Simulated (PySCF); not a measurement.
**Threshold energies of AlO in a plasma**

PBE in PySCF with def2-TZVPPD on every atom, for the lowest determinant that a PBE0 search found; no spin–orbit coupling.

| species | state (unpaired electrons) | Re (Å) | ωe (cm⁻¹) | energy of the minimum from the neutral (eV) | De (eV) | dissociates to |
| --- | --- | --- | --- | --- | --- | --- |
| AlO | doublet (σ ↑) | 1.634 | 956 | 0.00 | 5.70 | Al + O |
| AlO⁺ | triplet (σ ↑, π ↑) | 1.760 | 720 | 10.08 | 1.69 | Al⁺ + O |
| AlO⁻ | singlet (closed shell) | 1.659 | 924 | -2.42 | 6.34 | Al + O⁻ |

Task: Work out the lowest energy to break AlO into atoms, from its vibrational ground state.

Result: D0 = De − ωe/2 = 5.70 − 0.06 = 5.64 eV (PBE/def2-TZVPPD).

Task: Work out the ionisation energy of the Al atom at this level and the threshold of dissociative ionisation.

Result: IE(Al) = 10.08 + 1.69 − 5.70 = 6.07 eV, so Al⁺ + O + e⁻ appears at D0 + IE(Al) = 11.71 eV (PBE/def2-TZVPPD). The measured IE(Al) is 5.986 eV (NIST ASD).

Task: Work out the electron affinity of the O atom and the threshold of dissociative attachment.

Result: EA(O) = 5.70 − 6.34 − (-2.42) = 1.78 eV, so Al + O⁻ needs D0 − EA(O) = 3.86 eV (PBE/def2-TZVPPD). The measured EA(O) is 1.461 eV.

Task: At which energy does ion-pair formation open?

Result: Al⁺ + O⁻ lies at D0 + IE(Al) − EA(O) = 9.93 eV (PBE/def2-TZVPPD).

These are thermodynamic thresholds; the onsets seen under electron impact lie higher where the geometry changes, and cross-sections peak well above them.

For an ion De counts to the pair picked by the measured ionisation energies or electron affinities, which need not be the lowest pair at this level. The highest Kohn–Sham level is positive in this anion. Much of that is self-interaction error, but it also means that the finite basis helps to hold the extra electron. States were picked by a PBE0 search and need not be the measured ground states.
